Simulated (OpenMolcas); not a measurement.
# BH2 (boron dihydride): a chain of runs

We compute a single-point energy (ROHF/ANO-R0), then a single-point energy (CASSCF(3,3)/ANO-R1), then an energy scan (CASPT2(3,3)/ANO-R1), then an energy scan (SC-NEVPT2(3,3)/ANO-R1), then the energy along one coordinate (MC-PDFT[tPBE](3,3)/ANO-R1) of BH2 (boron dihydride). 

The calculation is run with OpenMolcas 26.06.

## (1) The system as given

The species is BH2 (3 atoms), meant as a doublet with charge 0. As SMILES, `[BH2]`. Geometry: relaxed at PBE0-D4/def2-TZVP.

Bond lengths: B1–H2 1.191 Å, B1–H3 1.191 Å. Angles: H2–B1–H3 129.4°.

## (2) The energy at ROHF/ANO-R0 (sfX2C) (run 1)

coord.xyz

```xyz
3

B      0.265070    -0.167660     0.129730
H      0.292070     1.014920     0.270850
H     -0.557150    -0.847260    -0.400590
```

step1.inp

```
&gateway
  coord
  coord.xyz
  basis
  ANO-R0
  group
  NoSym

&seward

&scf
  uhf
  spin
  2
  prorbitals
  0

&rasscf
  fileorb
  $Project.UnaOrb
  spin
  2
  nactel
  1 0 0
  inactive
  3
  ras2
  1
  outorbitals
  Canonical
  orblisting
  Nothing
```

Run with:

```
$ export MOLCAS_MEM=1860
$ pymolcas step1.inp > step1.log
```

The program printed:

```text
--- Start Module: gateway ---
[...]
--- Stop Module: gateway /rc=_RC_ALL_IS_WELL_ ---
[...]
      Basis functions            7
[...]
--- Start Module: scf ---
[...]
       Convergence after   9 Iterations
[...]
::    Total SCF energy                                -25.5425359033
[...]
      Total spin, S                                     0.5017609248
[...]
--- Stop Module: scf /rc=_RC_ALL_IS_WELL_ ---
--- Start Module: rasscf ---
[...]
      Number of active orbitals                  1
[...]
      Spin quantum number                      0.5
[...]
      Active orbitals                            1
[...]
      Number of CSFs                             1
[...]
      Number of root(s) required                 1
[...]
      Convergence after  7 iterations
[...]
      printout of CI-coefficients larger than  0.05 for root  1
      energy=     -25.541874
      conf/sym  1     Coeff  Weight
             1  u   1.00000 1.00000
      Natural orbitals and occupation numbers for root  1
      sym 1:   1.000000
      ************************************************************************************************************************
      *                                                    Final results                                                     *
[...]
::    RASSCF root number  1 Total energy:    -25.54187373
[...]
      Total electronic charge=    7.000000
      Total            charge=   -0.000000
[...]
      Dipole Moment (debye):
      Origin of the operator (angstrom)=    0.2035   -0.1287    0.0996
                   X=  5.9270E-02               Y= -3.7487E-02               Z=  2.9008E-02           Total=  7.5892E-02
      Quadrupole Moment (debye*angstrom):
[...]
--- Stop Module: rasscf /rc=_RC_ALL_IS_WELL_ ---
[...]
```

Run time: 2.8 s. Hardware: 1 thread of Arm Neoverse V1, shared host; peak memory 0.41 GiB.

## (3) A single-point energy at CASSCF(3,3)/ANO-R1 (sfX2C) (run 2)

coord.xyz is that of step 2.

step2.inp

```
>>> EXPORT MOLCAS_PRINT=2

&GATEWAY
  Coord = coord.xyz
  Basis = ANO-R0
  Group = NoSym

&SEWARD

&RASSCF
  FileOrb = $CurrDir/step1.RasOrb
  Alter = 2
  1 2 3
  1 5 7
  Spin = 2
  Nactel = 3 0 0
  Inactive = 2
  Ras2 = 3
  OrbListing = Nothing
>>> COPY $Project.RunFile RUNFIL1
>>> COPY $Project.RasOrb INPORB

&GATEWAY
  Coord = coord.xyz
  Basis = ANO-R1
  Group = NoSym

&SEWARD
>>> COPY $Project.RunFile RUNFIL2

&EXPBAS

&RASSCF
  FileOrb = $Project.ExpOrb
  Spin = 2
  Nactel = 3 0 0
  Inactive = 2
  Ras2 = 3
  OrbListing = Nothing
  OrbAppear = Compact
```

Run with:

```
$ export MOLCAS_MEM=1860
$ pymolcas step2.inp > step2.log
```

The program printed:

```text
--- Start Module: gateway ---
[...]
      Basis functions            7
[...]
      Number of active orbitals                  3
[...]
      Spin quantum number                      0.5
[...]
      Active orbitals                            3
[...]
      Number of CSFs                             8
[...]
      Number of root(s) required                 1
[...]
      Convergence after  6 iterations
[...]
      printout of CI-coefficients larger than  0.05 for root  1
      energy=     -25.542686
      conf/sym  111     Coeff  Weight
             1  2u0   0.99974 0.99948
      Natural orbitals and occupation numbers for root  1
      sym 1:   1.999072   0.999879   0.001048
      ************************************************************************************************************************
      *                                                    Final results                                                     *
[...]
::    RASSCF root number  1 Total energy:    -25.54268613
[...]
      Basis functions           24
[...]
      Convergence after 19 iterations
[...]
      Natural orbitals and occupation numbers for root  1
      sym 1:   1.984064   1.000055   0.015881
      ************************************************************************************************************************
      *                                                    Final results                                                     *
[...]
::    RASSCF root number  1 Total energy:    -25.77715703
[...]
      Total electronic charge=    7.000000
      Total            charge=   -0.000000
[...]
      Dipole Moment (debye):
      Origin of the operator (angstrom)=    0.2035   -0.1287    0.0996
                   X= -3.2158E-01               Y=  2.2664E-01               Z= -1.5491E-01           Total=  4.2282E-01
      Quadrupole Moment (debye*angstrom):
[...]
```

Wall time 4.2 s (1 thread of Arm Neoverse V1, shared host); peak memory 0.41 GiB.

## (4) The energy along one coordinate at CASPT2(3,3)/ANO-R1 (sfX2C, ipea shift 0.25 Eh, pt2 variant SS) (run 3)

step3.input

```
* BH2 CASPT2
>>> COPY $CurrDir/step2.RasOrb $Project.RasOrb
>>> ForEach K in (1, 2, 3, 4, 5, 6, 7, 8, 9)

&GATEWAY
  Coord = $CurrDir/point$K.xyz
  Basis = ANO-R1
  Group = NoSym

&SEWARD

&RASSCF
  FileOrb = $Project.RasOrb
  Spin = 2
  Nactel = 3 0 0
  Inactive = 2
  Ras2 = 3
  OrbListing = Nothing
  OrbAppear = Compact

&CASPT2
  Imaginary = 0.2
  Frozen = 1
>>> EndDo
```

Run with:

```
$ export MOLCAS_MEM=1860
$ pymolcas step3.input > step3.log
```

The program printed:

```text
[...]
      Basis functions           24
[...]
      Number of active orbitals                  3
[...]
      Spin quantum number                      0.5
[...]
      Active orbitals                            3
[...]
      Number of CSFs                             8
[...]
      Number of root(s) required                 1
[...]
      Convergence after 12 iterations
[...]
      printout of CI-coefficients larger than  0.05 for root  1
      energy=     -25.766724
      conf/sym  111     Coeff  Weight
             1  2u0   0.99707 0.99415
             8  0u2   0.07119 0.00507
      Natural orbitals and occupation numbers for root  1
      sym 1:   1.988809   1.000041   0.011150
      ************************************************************************************************************************
      *                                                    Final results                                                     *
[...]
::    RASSCF root number  1 Total energy:    -25.76672420
[...]
::    CASPT2 Root  1     Total energy:    -25.82499396
[...]
      Convergence after 11 iterations
[...]
      Natural orbitals and occupation numbers for root  1
      sym 1:   1.984077   1.000055   0.015868
      ************************************************************************************************************************
      *                                                    Final results                                                     *
[...]
      Convergence after 10 iterations
[...]
      Convergence after 13 iterations
[...]
      Convergence after 20 iterations
[...]
::    RASSCF root number  1 Total energy:    -25.65117545
[...]
::    CASPT2 Root  1     Total energy:    -25.69978411
[...]
      Convergence after 10 iterations
[...]
::    RASSCF root number  1 Total energy:    -25.65222955
[...]
::    CASPT2 Root  1     Total energy:    -25.69958196
[...]
```

It took 20 s on 1 thread of Arm Neoverse V1, shared host; peak memory 0.37 GiB.

The scan, from its lowest point:

```csv
H2–B1 (Å),energy (kJ/mol)
1.072,25.6
1.191,0.0
1.310,10.9
1.489,60.7
1.727,145.8
2.025,243.0
2.383,321.8
2.859,354.3
3.574,354.8
```

## (5) An energy scan at SC-NEVPT2(3,3)/ANO-R1 (sfX2C, pt2 variant SC-NEVPT2) (run 4)

step4.inp

```
>>> COPY $CurrDir/step2.RasOrb $Project.RasOrb
>>> ForEach K in (1, 2, 3, 4, 5, 6, 7, 8, 9)
&GATEWAY
Coord=$CurrDir/point$K.xyz
Basis=ANO-R1
Group=NoSym
&SEWARD
&RASSCF
FileOrb=$Project.RasOrb
Spin=2
Nactel=3 0 0
Inactive=2
Ras2=3
OrbListing=Nothing
OrbAppear=Compact
&CASPT2
SC-NEVPT2
Frozen=1
>>> EndDo
```

Run with:

```
$ export MOLCAS_MEM=1860
$ pymolcas step4.inp > step4.log
```

The program printed:

```text
[...]
      Basis functions           24
[...]
      Number of active orbitals                  3
[...]
      Spin quantum number                      0.5
[...]
      Active orbitals                            3
[...]
      Number of CSFs                             8
[...]
      Number of root(s) required                 1
[...]
      Convergence after 12 iterations
[...]
      printout of CI-coefficients larger than  0.05 for root  1
      energy=     -25.766724
      conf/sym  111     Coeff  Weight
             1  2u0   0.99707 0.99415
             8  0u2   0.07119 0.00507
      Natural orbitals and occupation numbers for root  1
      sym 1:   1.988809   1.000041   0.011150
      ************************************************************************************************************************
      *                                                    Final results                                                     *
[...]
::    RASSCF root number  1 Total energy:    -25.76672420
[...]
::    SC-NEVPT2 Root  1     Total energy:    -25.82108516
[...]
      Convergence after 11 iterations
[...]
      Natural orbitals and occupation numbers for root  1
      sym 1:   1.984077   1.000055   0.015868
      ************************************************************************************************************************
      *                                                    Final results                                                     *
[...]
      Convergence after 10 iterations
[...]
      Convergence after 13 iterations
[...]
      Convergence after 20 iterations
[...]
::    RASSCF root number  1 Total energy:    -25.65117545
[...]
::    SC-NEVPT2 Root  1     Total energy:    -25.69613404
[...]
      Convergence after 10 iterations
[...]
::    RASSCF root number  1 Total energy:    -25.65222955
[...]
::    SC-NEVPT2 Root  1     Total energy:    -25.69606305
[...]
```

It took 20 s on 1 thread of Arm Neoverse V1, shared host; peak memory 0.37 GiB.

The scan, from its lowest point:

```csv
H2–B1 (Å),energy (kJ/mol)
1.072,26.3
1.191,0.0
1.310,10.4
1.489,59.5
1.727,144.2
2.025,241.4
2.383,320.7
2.859,354.3
3.574,354.5
```

## (6) An energy scan at MC-PDFT[tPBE](3,3)/ANO-R1 (sfX2C) (run 5)

step5.inp

```
>>> COPY $CurrDir/step2.RasOrb $Project.RasOrb
>>> ForEach K in (1, 2, 3, 4, 5, 6, 7, 8, 9)

&GATEWAY
 Coord = $CurrDir/point$K.xyz
 Basis = ANO-R1
 Group = NoSym

&SEWARD

&RASSCF
 FileOrb = $Project.RasOrb
 Spin = 2
 Nactel = 3 0 0
 Inactive = 2
 Ras2 = 3
 OrbListing = Nothing
 OrbAppear = Compact

&MCPDFT
 KSDFT = T:PBE
>>> EndDo
```

Run with:

```
$ export MOLCAS_MEM=1860
$ pymolcas step5.inp > step5.log
```

The program printed:

```text
[...]
      Basis functions           24
[...]
      Number of active orbitals                  3
[...]
      Spin quantum number                      0.5
[...]
      Active orbitals                            3
[...]
      Number of CSFs                             8
[...]
      Number of root(s) required                 1
[...]
      Convergence after 12 iterations
[...]
      printout of CI-coefficients larger than  0.05 for root  1
      energy=     -25.766724
      conf/sym  111     Coeff  Weight
             1  2u0   0.99707 0.99415
             8  0u2   0.07119 0.00507
      Natural orbitals and occupation numbers for root  1
      sym 1:   1.988809   1.000041   0.011150
      ************************************************************************************************************************
      *                                                    Final results                                                     *
[...]
::    RASSCF root number  1 Total energy:    -25.76672420
[...]
::    MCPDFT root number  1 Total energy:    -25.86966364
[...]
      Convergence after 11 iterations
[...]
      Natural orbitals and occupation numbers for root  1
      sym 1:   1.984077   1.000055   0.015868
      ************************************************************************************************************************
      *                                                    Final results                                                     *
[...]
      Convergence after 10 iterations
[...]
      Convergence after 13 iterations
[...]
      Convergence after 20 iterations
[...]
::    RASSCF root number  1 Total energy:    -25.65117545
[...]
::    MCPDFT root number  1 Total energy:    -25.74018056
[...]
      Convergence after 10 iterations
[...]
::    RASSCF root number  1 Total energy:    -25.65222955
[...]
::    MCPDFT root number  1 Total energy:    -25.74054573
[...]
```

It took 21 s on 1 thread of Arm Neoverse V1, shared host; peak memory 0.37 GiB.

The scan, from its lowest point:

```csv
H2–B1 (Å),energy (kJ/mol)
1.072,25.8
1.191,0.0
1.310,10.3
1.489,59.1
1.727,144.3
2.025,244.8
2.383,331.1
2.859,365.7
3.574,364.8
```

## (7) Results

| quantity | value |
| --- | --- |
| run 1, ROHF/ANO-R0: total energy | -25.54187 Eh |
| run 1, ROHF/ANO-R0: dipole moment | 0.08 D |
| run 2, CASSCF(3,3)/ANO-R1: total energy | -25.77716 Eh |
| run 2, CASSCF(3,3)/ANO-R1: dipole moment (CASSCF density) | 0.42 D |
| run 3, CASPT2(3,3)/ANO-R1: lowest energy of the scan | -25.83473 Eh |
| run 4, SC-NEVPT2(3,3)/ANO-R1: lowest energy of the scan | -25.83109 Eh |
| run 5, MC-PDFT[tPBE](3,3)/ANO-R1: lowest energy of the scan | -25.87947 Eh |

The run (run 3, CASPT2(3,3)/ANO-R1) may have ended on a state above the lowest. The run (run 4, SC-NEVPT2(3,3)/ANO-R1) may have ended on a state above the lowest. The run (run 5, MC-PDFT[tPBE](3,3)/ANO-R1) may have ended on a state above the lowest.
